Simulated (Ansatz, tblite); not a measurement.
**BH2Et (C₂H₇B): rung by rung**

Aim: run the singlet of BH2Et (C₂H₇B) at one geometry on many levels, and compare frontier levels, spin and run time.

Program: Ansatz 0.2.0, Gaussian basis. Level of theory: as each input shows. These are calculated values, not measurements.

Plan: GFN1-xTB, GFN2-xTB, PBE-D4/def2-TZVP, r2SCAN-D4/def2-TZVP, HSE06-D4/def2-TZVP, r2SCAN0-D4/def2-TZVP, BHLYP-D4/def2-TZVP, B97M-V/def2-TZVP, LDA/def2-TZVP, PBE-QIDH/def2-TZVP, BLYP-D4/def2-TZVP, LC-ωPBE(0.10)/def2-TZVP, LC-ωPBE(0.15)/def2-TZVP, LC-ωPBE(0.20)/def2-TZVP, LC-ωPBE(0.30)/def2-TZVP, PBE-D4/def2-SVP, PBE0-D4/def2-SVP, HF/STO-3G, HF/6-31G, B3LYP-D4/6-31G, PBE0-D4/def2-TZVPD, PBE-D4/def2-TZVPD, r2SCAN-D4/def2-TZVPD, CCSD(T)/def2-TZVPP, MP2/def2-TZVP, RPA/def2-TZVP, CCSD(T)/def2-TZVPD.

1 further run of the same task is left out (it didn't finish).

## (1) The geometry

The geometry is that of the singlet, from an earlier relaxation (PBE-D4/def2-TZVP).

10 atoms, charge 0, spin multiplicity 1.

Bond lengths: B1–H2 1.206 Å, B1–H3 1.206 Å, B1–C4 1.555 Å, C4–C5 1.559 Å, C4–H6 1.100 Å, C4–H7 1.101 Å, C5–H8 1.099 Å, C5–H9 1.100 Å, C5–H10 1.100 Å. Angles: H2–B1–H3 118.3°, H2–B1–C4 120.7°, H3–B1–C4 120.7°, B1–C4–C5 102.9°, B1–C4–H6 114.0°, B1–C4–H7 114.0°, C5–C4–H6 108.5°, C5–C4–H7 108.5°, H6–C4–H7 108.6°, C4–C5–H8 110.2°, C4–C5–H9 111.9°, C4–C5–H10 111.8°, H8–C5–H9 107.5°, H8–C5–H10 107.5°, H9–C5–H10 107.7°.

Geometry (Å):

```xyz
10
C2H7B
B     0.5993    1.1235    0.5387
H     1.8044    1.1329    0.5063
H     0.0146    2.1618    0.3556
C    -0.1802   -0.2163    0.6669
C    -0.3220   -0.6799   -0.8147
H    -1.1875   -0.1090    1.0968
H     0.3582   -0.9964    1.2260
H    -0.8710   -1.6312   -0.8644
H    -0.8740    0.0527   -1.4223
H     0.6581   -0.8380   -1.2890
```

PBE0-D4/def2-TZVP was run before; its log isn't repeated, and its numbers join the tables.

## (2) GFN1-xTB

Tight binding, by tblite at 300 K electronic temperature and without a spin-polarisation term:

```python
tblite.interface.Calculator('GFN1-xTB', numbers, positions, charge=0, uhf=0).singlepoint()
```

Energy -254.9030 eV, HOMO -12.23 eV, LUMO -7.49 eV; 0.003 s.

## (3) GFN2-xTB

Tight binding, by tblite at 300 K electronic temperature and without a spin-polarisation term:

```python
tblite.interface.Calculator('GFN2-xTB', numbers, positions, charge=0, uhf=0).singlepoint()
```

Energy -246.5052 eV, HOMO -11.11 eV, LUMO -6.82 eV; 0.002 s.

## (4) PBE-D4/def2-TZVP

start.molden holds the orbitals of an earlier run on this state, given as this run's starting guess.

Input file in.yaml:

```yaml
crystal:
  periodic: [false, false, false]
  atoms:
    - {symbol: B, position_ang: [0.599331, 1.123533, 0.538729]}
    - {symbol: H, position_ang: [1.804406, 1.132859, 0.506281]}
    - {symbol: H, position_ang: [0.014632, 2.161770, 0.355638]}
    - {symbol: C, position_ang: [-0.180237, -0.216307, 0.666867]}
    - {symbol: C, position_ang: [-0.321964, -0.679880, -0.814665]}
    - {symbol: H, position_ang: [-1.187476, -0.109023, 1.096789]}
    - {symbol: H, position_ang: [0.358182, -0.996433, 1.226010]}
    - {symbol: H, position_ang: [-0.870989, -1.631150, -0.864372]}
    - {symbol: H, position_ang: [-0.873966, 0.052650, -1.422305]}
    - {symbol: H, position_ang: [0.658080, -0.838019, -1.288962]}
basis:
  gaussian: {orbitals: def2-TZVP, initial_orbitals: start.molden}
hamiltonian: {xc: pbe, dispersion: d4}
scf: {omitted_lower_state_checks: [starts]}
output: {forces: true, orbitals: {seedname: orbitals}}
```

Run with:

```console
$ ansatz run in.yaml --threads 4 --pin off --events-out ev --progress --plain --max-ram 3916MiB
```

Output, shortened:

```text
Functional definition: PBE
  name "PBE"
  cite "Perdew, Burke & Ernzerhof, Phys. Rev. Lett. 77, 3865 (1996) doi:10.1103/PhysRevLett.77.3865"
  parent pbe
[...]
837 factors; their error is unknown
[...]
mean field -2860.22502940 eV, -105.1113311003 hartree, gradient 8.3e-6 eV, S^2 0.000000; 0 other end points of the search recorded, 0 dependent functions left out
[...]
reference -2860.22507199 eV, -105.1113326653 hartree; 12, 12 occupied and 123, 123 virtual orbitals, 837 factors
Total energy: -2860.35308017 eV, -105.1160368794 hartree
Atom 0 at     0.599331     1.123533     0.538729 Å, force     0.003030    -0.007031     0.000364 eV/Å
Atom 1 at     1.804406     1.132859     0.506281 Å, force     0.001339     0.003198     0.000467 eV/Å
Atom 2 at     0.014632     2.161770     0.355638 Å, force    -0.001324    -0.000312     0.001800 eV/Å
Atom 3 at    -0.180237    -0.216307     0.666867 Å, force    -0.006148    -0.007769     0.003880 eV/Å
Atom 4 at    -0.321964    -0.679880    -0.814665 Å, force     0.006763     0.004364    -0.019517 eV/Å
Atom 5 at    -1.187476    -0.109023     1.096789 Å, force     0.002523     0.002303    -0.002078 eV/Å
Atom 6 at     0.358182    -0.996433     1.226010 Å, force    -0.001611     0.007543    -0.002385 eV/Å
Atom 7 at    -0.870989    -1.631150    -0.864372 Å, force    -0.000309    -0.000751     0.008183 eV/Å
Atom 8 at    -0.873966     0.052650    -1.422305 Å, force    -0.001316    -0.001224     0.005424 eV/Å
Atom 9 at     0.658080    -0.838019    -1.288962 Å, force    -0.002948    -0.000321     0.003864 eV/Å
Dipole moment:    -0.093186    -0.166090    -0.027287 e Å
Checks for a lower state left out: starts
```

Wall time 0.85 s (4 threads of Arm Neoverse V2, shared host).

Report: HOMO -7.41 eV, LUMO -2.26 eV.

## (5) r2SCAN-D4/def2-TZVP

Edit in.yaml of step 4 so:

```diff
@@ -15,4 +15,4 @@
   gaussian: {orbitals: def2-TZVP, initial_orbitals: start.molden}
-hamiltonian: {xc: pbe, dispersion: d4}
+hamiltonian: {xc: r2scan, dispersion: d4}
 scf: {omitted_lower_state_checks: [starts]}
-output: {forces: true, orbitals: {seedname: orbitals}}
+output: {orbitals: {seedname: orbitals}}
```

Same command.

Output:

```text
Functional definition: r2SCAN
  name "r2SCAN"
  cite "Furness, Kaplan, Ning, Perdew & Sun, J. Phys. Chem. Lett. 11, 8208 (2020) doi:10.1021/acs.jpclett.0c02405"
  cite "Furness, Kaplan, Ning, Perdew & Sun, J. Phys. Chem. Lett. 11, 9248 (2020) doi:10.1021/acs.jpclett.0c03077"
  parent r2scan
  parameter k0 = 0.174
  parameter k1 = 0.065
  parameter a1 = 4.9479
  exchange = r2scan_x(k0 = k0, k1 = k1, a1 = a1)
  correlation = r2scan_c
these checks for a lower state are left out or cut short: starts
837 factors; their error is unknown
mean field evaluation 1: about -2862.8131 eV, gradient 3.6e0 eV
mean field evaluation 2: about -2862.8347 eV, gradient 2.0e-2 eV
mean field evaluation 4: about -2862.8111 eV, gradient 2.4e-4 eV
mean field -2862.81109248 eV, -105.2063671657 hartree, gradient 8.6e-6 eV, S^2 0.000000; 0 other end points of the search recorded, 0 dependent functions left out
reference -2862.81110506 eV, -105.2063676277 hartree; 12, 12 occupied and 123, 123 virtual orbitals, 837 factors
Total energy: -2862.84232955 eV, -105.2075151069 hartree
Checks for a lower state left out: starts
```

Wall time 1.4 s (4 threads of Arm Neoverse V2, shared host).

HOMO -7.69 eV, LUMO -1.83 eV.

## (6) HSE06-D4/def2-TZVP

Edit in.yaml of step 5 so:

```diff
@@ -15,3 +15,3 @@
   gaussian: {orbitals: def2-TZVP, initial_orbitals: start.molden}
-hamiltonian: {xc: r2scan, dispersion: d4}
+hamiltonian: {xc: hse06, dispersion: d4}
 scf: {omitted_lower_state_checks: [starts]}
```

The command is unchanged.

Output, shortened:

```text
Functional definition: HSE06
  name "HSE06"
  cite "Heyd, Scuseria & Ernzerhof, J. Chem. Phys. 118, 8207 (2003) doi:10.1063/1.1564060"
  cite "Krukau, Vydrov, Izmaylov & Scuseria, J. Chem. Phys. 125, 224106 (2006) doi:10.1063/1.2404663"
  cite "Heyd & Scuseria, J. Chem. Phys. 120, 7274 (2004) doi:10.1063/1.1668634"
  cite "Ernzerhof & Perdew, J. Chem. Phys. 109, 3313 (1998) doi:10.1063/1.476928"
  cite "Perdew, Burke & Ernzerhof, Phys. Rev. Lett. 77, 3865 (1996) doi:10.1103/PhysRevLett.77.3865"
  parent pbe
[...]
  # The whole range is PBE's own exchange, as in plane waves. The composition of these papers is wPBEh.
[...]
837 factors; their error is unknown
77 factors; integrals over basis functions are off by at most 4.9e-7 eV
[...]
mean field -2860.78347533 eV, -105.1318536098 hartree, gradient 9.7e-6 eV, S^2 0.000000; 0 other end points of the search recorded, 0 dependent functions left out
reference -2860.78351620 eV, -105.1318551116 hartree; 12, 12 occupied and 123, 123 virtual orbitals, 837 factors
Total energy: -2860.88033406 eV, -105.1354131025 hartree
Checks for a lower state left out: starts
```

Wall time 0.95 s (4 threads of Arm Neoverse V2, shared host).

Report: HOMO -8.38 eV, LUMO -1.61 eV.

## (7) r2SCAN0-D4/def2-TZVP

Edit in.yaml of step 6 so:

```diff
@@ -15,3 +15,3 @@
   gaussian: {orbitals: def2-TZVP, initial_orbitals: start.molden}
-hamiltonian: {xc: hse06, dispersion: d4}
+hamiltonian: {xc: {name: r2SCAN0}, dispersion: d4}
 scf: {omitted_lower_state_checks: [starts]}
```

Launched as before.

Output, shortened:

```text
Functional definition: r2SCAN0
  name "r2SCAN0"
  cite "Bursch, Neugebauer, Ehlert & Grimme, J. Chem. Phys. 156, 134105 (2022) doi:10.1063/5.0086040"
  cite "Furness, Kaplan, Ning, Perdew & Sun, J. Phys. Chem. Lett. 11, 8208 (2020) doi:10.1021/acs.jpclett.0c02405"
  cite "Furness, Kaplan, Ning, Perdew & Sun, J. Phys. Chem. Lett. 11, 9248 (2020) doi:10.1021/acs.jpclett.0c03077"
  parent r2scan
[...]
837 factors; their error is unknown
[...]
mean field -2862.68601591 eV, -105.2017706866 hartree, gradient 1.9e-5 eV, S^2 0.000000; 0 other end points of the search recorded, 0 dependent functions left out
reference -2862.68602588 eV, -105.2017710530 hartree; 12, 12 occupied and 123, 123 virtual orbitals, 837 factors
Total energy: -2862.72159275 eV, -105.2030781113 hartree
Checks for a lower state left out: starts
```

Run time: 1.6 s. Hardware: 4 threads of Arm Neoverse V2, shared host.

Report: HOMO -8.96 eV, LUMO -0.97 eV.

## (8) BHLYP-D4/def2-TZVP

Edit in.yaml of step 7 so:

```diff
@@ -15,3 +15,3 @@
   gaussian: {orbitals: def2-TZVP, initial_orbitals: start.molden}
-hamiltonian: {xc: {name: r2SCAN0}, dispersion: d4}
+hamiltonian: {xc: {name: BHLYP}, dispersion: d4}
 scf: {omitted_lower_state_checks: [starts]}
```

The command is unchanged.

Output:

```text
Functional definition: BHLYP
  name "BHLYP"
  cite "Becke, J. Chem. Phys. 98, 1372 (1993) doi:10.1063/1.464304"
  cite "Becke, Phys. Rev. A 38, 3098 (1988) doi:10.1103/PhysRevA.38.3098"
  cite "Lee, Yang & Parr, Phys. Rev. B 37, 785 (1988) doi:10.1103/PhysRevB.37.785"
  parameter a = 0.5
  exchange = (1 - a)*b88_x + a*exact_x
  correlation = lyp_c
these checks for a lower state are left out or cut short: starts
959 factors; their error is unknown
mean field evaluation 1: about -2863.0668 eV, gradient 5.2e0 eV
mean field evaluation 2: about -2863.1215 eV, gradient 5.5e-2 eV
mean field evaluation 4: about -2863.1161 eV, gradient 1.5e-4 eV
mean field -2863.11612303 eV, -105.2175768316 hartree, gradient 1.5e-5 eV, S^2 0.000000; 0 other end points of the search recorded, 0 dependent functions left out
reference -2863.11629457 eV, -105.2175831356 hartree; 12, 12 occupied and 123, 123 virtual orbitals, 959 factors
Total energy: -2863.25425171 eV, -105.2226529671 hartree
Checks for a lower state left out: starts
```

It took 0.9 s on 4 threads of Arm Neoverse V2, shared host.

Report: HOMO -10.11 eV, LUMO -0.21 eV.

## (9) B97M-V/def2-TZVP

Edit in.yaml of step 8 so:

```diff
@@ -15,3 +15,3 @@
   gaussian: {orbitals: def2-TZVP, initial_orbitals: start.molden}
-hamiltonian: {xc: {name: BHLYP}, dispersion: d4}
+hamiltonian: {xc: {name: B97M-V}}
 scf: {omitted_lower_state_checks: [starts]}
```

The command is unchanged.

Output, shortened:

```text
Functional definition: B97M-V
  name "B97M-V"
  cite "Mardirossian & Head-Gordon, J. Chem. Phys. 142, 074111 (2015) doi:10.1063/1.4907719"
  cite "Becke, J. Chem. Phys. 107, 8554 (1997) doi:10.1063/1.475007"
  cite "Vydrov & Van Voorhis, J. Chem. Phys. 133, 244103 (2010) doi:10.1063/1.3521275"
  # Of w^i u^j: cxij and so on, Table III.
[...]
  gx(w, u) = cx00 + cx01*u + cx02*u^2 + (cx10 + cx11*u)*w
  gss(w, u) = css00 + css02*u^2 + css10*w + (css32*w^3 + css42*w^4)*u^2
  gos(w, u) = cos00 + cos01*u + cos03*u^3 + cos10*w + cos32*w^3*u^2
[...]
      + integral(e_c_pw_mod_opposite_spin*gos(b97_w_opposite, b97_u_opposite)) + vv10(b, c)
[...]
837 factors; their error is unknown
[...]
mean field -2865.12153738 eV, -105.2912744497 hartree, gradient 1.4e-5 eV, S^2 0.000000; 0 other end points of the search recorded, 0 dependent functions left out
reference -2865.12159837 eV, -105.2912766908 hartree; 12, 12 occupied and 123, 123 virtual orbitals, 837 factors
Total energy: -2865.12159837 eV, -105.2912766908 hartree
Checks for a lower state left out: starts
```

It took 3.3 s on 4 threads of Arm Neoverse V2, shared host.

From the report: HOMO -7.83 eV, LUMO -1.99 eV.

## (10) LDA/def2-TZVP

Edit in.yaml of step 9 so:

```diff
@@ -15,3 +15,3 @@
   gaussian: {orbitals: def2-TZVP, initial_orbitals: start.molden}
-hamiltonian: {xc: {name: B97M-V}}
+hamiltonian: {xc: lda}
 scf: {omitted_lower_state_checks: [starts]}
```

The command is unchanged.

Output:

```text
Functional definition: SPW92
  name "SPW92"
  cite "Dirac, Proc. Camb. Phil. Soc. 26, 376 (1930) doi:10.1017/S0305004100016108"
  cite "Slater, Phys. Rev. 81, 385 (1951) doi:10.1103/PhysRev.81.385"
  cite "Perdew & Wang, Phys. Rev. B 45, 13244 (1992) doi:10.1103/PhysRevB.45.13244"
  exchange = slater_x
  correlation = pw_c
these checks for a lower state are left out or cut short: starts
837 factors; their error is unknown
mean field evaluation 1: about -2835.1060 eV, gradient 2.7e1 eV
mean field evaluation 2: about -2835.3903 eV, gradient 4.1e-1 eV
mean field evaluation 4: about -2835.3647 eV, gradient 4.3e-1 eV
mean field evaluation 8: about -2835.3650 eV, gradient 1.6e-5 eV
mean field -2835.36496918 eV, -104.1977407380 hartree, gradient 1.6e-5 eV, S^2 0.000000; 0 other end points of the search recorded, 0 dependent functions left out
reference -2835.36500800 eV, -104.1977421647 hartree; 12, 12 occupied and 123, 123 virtual orbitals, 837 factors
Total energy: -2835.36500800 eV, -104.1977421647 hartree
Checks for a lower state left out: starts
```

It took 0.45 s on 4 threads of Arm Neoverse V2, shared host.

HOMO -7.44 eV, LUMO -2.55 eV.

## (11) PBE-QIDH/def2-TZVP

Edit in.yaml of step 10 so:

```diff
@@ -15,4 +15,3 @@
   gaussian: {orbitals: def2-TZVP, initial_orbitals: start.molden}
-hamiltonian: {xc: lda}
+hamiltonian: {xc: {name: PBE-QIDH}}
 scf: {omitted_lower_state_checks: [starts]}
-output: {orbitals: {seedname: orbitals}}
```

The command is unchanged.

Output, shortened:

```text
Functional definition: PBE-QIDH
  name "PBE-QIDH"
  cite "Brémond, Sancho-García, Pérez-Jiménez & Adamo, J. Chem. Phys. 141, 031101 (2014) doi:10.1063/1.4890314"
  cite "Perdew, Burke & Ernzerhof, Phys. Rev. Lett. 77, 3865 (1996) doi:10.1103/PhysRevLett.77.3865"
[...]
937 factors; integrals over basis functions are off by at most 1.2e-3 eV
[...]
mean field -2855.91183348 eV, -104.9528240739 hartree, gradient 2.6e-6 eV, S^2 0.000000; 0 other end points of the search recorded, 0 dependent functions left out
3 core orbitals not correlated: weight in the atoms' cores, before any rotation towards them, 1.000 or more for the frozen orbitals, at most 0.000 for the correlated occupied ones
reference -2855.91184569 eV, -104.9528245225 hartree; 9, 9 occupied and 123, 123 virtual orbitals, 937 factors
second order -13.61214798 eV of doubles, -0.00000000 eV of singles
Total energy: -2860.44922835 eV, -105.1195702597 hartree
Checks for a lower state left out: starts
```

Run time: 1.2 s. Hardware: 4 threads of Arm Neoverse V2, shared host.

## (12) BLYP-D4/def2-TZVP

Edit in.yaml of step 11 so:

```diff
@@ -15,3 +15,4 @@
   gaussian: {orbitals: def2-TZVP, initial_orbitals: start.molden}
-hamiltonian: {xc: {name: PBE-QIDH}}
+hamiltonian: {xc: {name: BLYP}, dispersion: d4}
 scf: {omitted_lower_state_checks: [starts]}
+output: {orbitals: {seedname: orbitals}}
```

Same command.

Output:

```text
Functional definition: BLYP
  name "BLYP"
  cite "Becke, Phys. Rev. A 38, 3098 (1988) doi:10.1103/PhysRevA.38.3098"
  cite "Lee, Yang & Parr, Phys. Rev. B 37, 785 (1988) doi:10.1103/PhysRevB.37.785"
  parameter beta = 0.0042
  parameter a = 0.04918
  parameter b = 0.132
  parameter c = 0.2533
  parameter d = 0.349
  exchange = b88_x(beta = beta)
  correlation = lyp_c(a = a, b = b, c = c, d = d)
these checks for a lower state are left out or cut short: starts
837 factors; their error is unknown
mean field evaluation 1: about -2862.8289 eV, gradient 1.0e1 eV
mean field evaluation 2: about -2862.9768 eV, gradient 1.1e-1 eV
mean field evaluation 4: about -2862.9467 eV, gradient 3.1e-4 eV
mean field -2862.94665188 eV, -105.2113488817 hartree, gradient 9.0e-6 eV, S^2 0.000000; 0 other end points of the search recorded, 0 dependent functions left out
reference -2862.94700823 eV, -105.2113619773 hartree; 12, 12 occupied and 123, 123 virtual orbitals, 837 factors
Total energy: -2863.24016519 eV, -105.2221352968 hartree
Checks for a lower state left out: starts
```

It took 0.75 s on 4 threads of Arm Neoverse V2, shared host.

HOMO -7.33 eV, LUMO -2.12 eV.

## (13) LC-ωPBE(0.10)/def2-TZVP

Edit in.yaml of step 12 so:

```diff
@@ -15,3 +15,3 @@
   gaussian: {orbitals: def2-TZVP, initial_orbitals: start.molden}
-hamiltonian: {xc: {name: BLYP}, dispersion: d4}
+hamiltonian: {xc: {name: LC-wPBE, parameters: {omega: 0.1/bohr}}}
 scf: {omitted_lower_state_checks: [starts]}
```

Launched as before.

Output, shortened:

```text
Functional definition: LC-wPBE
  name "LC-wPBE"
  cite "Vydrov & Scuseria, J. Chem. Phys. 125, 234109 (2006) doi:10.1063/1.2409292"
  cite "Heyd & Scuseria, J. Chem. Phys. 120, 7274 (2004) doi:10.1063/1.1668634"
  cite "Ernzerhof & Perdew, J. Chem. Phys. 109, 3313 (1998) doi:10.1063/1.476928"
  cite "Perdew, Burke & Ernzerhof, Phys. Rev. Lett. 77, 3865 (1996) doi:10.1103/PhysRevLett.77.3865"
  parent pbe
[...]
  with omega = 0.1/bohr from the input
[...]
837 factors; their error is unknown
73 factors; integrals over basis functions are off by at most 3.7e-7 eV
[...]
mean field -2860.98694572 eV, -105.1393310087 hartree, gradient 1.0e-5 eV, S^2 0.000000; 0 other end points of the search recorded, 0 dependent functions left out
reference -2860.98694587 eV, -105.1393310139 hartree; 12, 12 occupied and 123, 123 virtual orbitals, 837 factors
Total energy: -2860.98694587 eV, -105.1393310139 hartree
Checks for a lower state left out: starts
```

It took 1.1 s on 4 threads of Arm Neoverse V2, shared host.

From the report: HOMO -8.90 eV, LUMO -0.84 eV.

## (14) LC-ωPBE(0.15)/def2-TZVP

Edit in.yaml of step 13 so:

```diff
@@ -15,3 +15,3 @@
   gaussian: {orbitals: def2-TZVP, initial_orbitals: start.molden}
-hamiltonian: {xc: {name: LC-wPBE, parameters: {omega: 0.1/bohr}}}
+hamiltonian: {xc: {name: LC-wPBE, parameters: {omega: 0.15/bohr}}}
 scf: {omitted_lower_state_checks: [starts]}
```

The command is unchanged.

Output, shortened:

```text
Functional definition: LC-wPBE
  name "LC-wPBE"
  cite "Vydrov & Scuseria, J. Chem. Phys. 125, 234109 (2006) doi:10.1063/1.2409292"
  cite "Heyd & Scuseria, J. Chem. Phys. 120, 7274 (2004) doi:10.1063/1.1668634"
  cite "Ernzerhof & Perdew, J. Chem. Phys. 109, 3313 (1998) doi:10.1063/1.476928"
  cite "Perdew, Burke & Ernzerhof, Phys. Rev. Lett. 77, 3865 (1996) doi:10.1103/PhysRevLett.77.3865"
  parent pbe
[...]
  with omega = 0.15/bohr from the input
[...]
837 factors; their error is unknown
142 factors; integrals over basis functions are off by at most 1.6e-6 eV
[...]
mean field -2861.32399062 eV, -105.1517171801 hartree, gradient 1.2e-5 eV, S^2 0.000000; 0 other end points of the search recorded, 0 dependent functions left out
reference -2861.32399067 eV, -105.1517171821 hartree; 12, 12 occupied and 123, 123 virtual orbitals, 837 factors
Total energy: -2861.32399067 eV, -105.1517171821 hartree
Checks for a lower state left out: starts
```

Run time: 0.85 s. Hardware: 4 threads of Arm Neoverse V2, shared host.

From the report: HOMO -9.55 eV, LUMO -0.29 eV.

## (15) LC-ωPBE(0.20)/def2-TZVP

Edit in.yaml of step 14 so:

```diff
@@ -15,3 +15,3 @@
   gaussian: {orbitals: def2-TZVP, initial_orbitals: start.molden}
-hamiltonian: {xc: {name: LC-wPBE, parameters: {omega: 0.15/bohr}}}
+hamiltonian: {xc: {name: LC-wPBE, parameters: {omega: 0.2/bohr}}}
 scf: {omitted_lower_state_checks: [starts]}
```

Launched as before.

Output, shortened:

```text
Functional definition: LC-wPBE
  name "LC-wPBE"
  cite "Vydrov & Scuseria, J. Chem. Phys. 125, 234109 (2006) doi:10.1063/1.2409292"
  cite "Heyd & Scuseria, J. Chem. Phys. 120, 7274 (2004) doi:10.1063/1.1668634"
  cite "Ernzerhof & Perdew, J. Chem. Phys. 109, 3313 (1998) doi:10.1063/1.476928"
  cite "Perdew, Burke & Ernzerhof, Phys. Rev. Lett. 77, 3865 (1996) doi:10.1103/PhysRevLett.77.3865"
  parent pbe
[...]
  with omega = 0.2/bohr from the input
[...]
837 factors; their error is unknown
172 factors; integrals over basis functions are off by at most 5.0e-6 eV
[...]
mean field -2861.71051266 eV, -105.1659216032 hartree, gradient 9.8e-6 eV, S^2 0.000000; 0 other end points of the search recorded, 0 dependent functions left out
reference -2861.71051269 eV, -105.1659216043 hartree; 12, 12 occupied and 123, 123 virtual orbitals, 837 factors
Total energy: -2861.71051269 eV, -105.1659216043 hartree
Checks for a lower state left out: starts
```

Wall time 0.85 s (4 threads of Arm Neoverse V2, shared host).

From the report: HOMO -10.11 eV, LUMO 0.15 eV.

## (16) LC-ωPBE(0.30)/def2-TZVP

Edit in.yaml of step 15 so:

```diff
@@ -15,3 +15,3 @@
   gaussian: {orbitals: def2-TZVP, initial_orbitals: start.molden}
-hamiltonian: {xc: {name: LC-wPBE, parameters: {omega: 0.2/bohr}}}
+hamiltonian: {xc: {name: LC-wPBE, parameters: {omega: 0.3/bohr}}}
 scf: {omitted_lower_state_checks: [starts]}
```

The command is unchanged.

Output, shortened:

```text
Functional definition: LC-wPBE
  name "LC-wPBE"
  cite "Vydrov & Scuseria, J. Chem. Phys. 125, 234109 (2006) doi:10.1063/1.2409292"
  cite "Heyd & Scuseria, J. Chem. Phys. 120, 7274 (2004) doi:10.1063/1.1668634"
  cite "Ernzerhof & Perdew, J. Chem. Phys. 109, 3313 (1998) doi:10.1063/1.476928"
  cite "Perdew, Burke & Ernzerhof, Phys. Rev. Lett. 77, 3865 (1996) doi:10.1103/PhysRevLett.77.3865"
  parent pbe
[...]
  with omega = 0.3/bohr from the input
[...]
837 factors; their error is unknown
271 factors; integrals over basis functions are off by at most 1.7e-5 eV
[...]
mean field -2862.44977648 eV, -105.1930890477 hartree, gradient 2.2e-5 eV, S^2 0.000000; 0 other end points of the search recorded, 0 dependent functions left out
reference -2862.44977650 eV, -105.1930890481 hartree; 12, 12 occupied and 123, 123 virtual orbitals, 837 factors
Total energy: -2862.44977650 eV, -105.1930890481 hartree
Checks for a lower state left out: starts
```

Wall time 0.9 s (4 threads of Arm Neoverse V2, shared host).

Report: HOMO -10.99 eV, LUMO 0.74 eV.

(Part 1 of 2 ends here.)
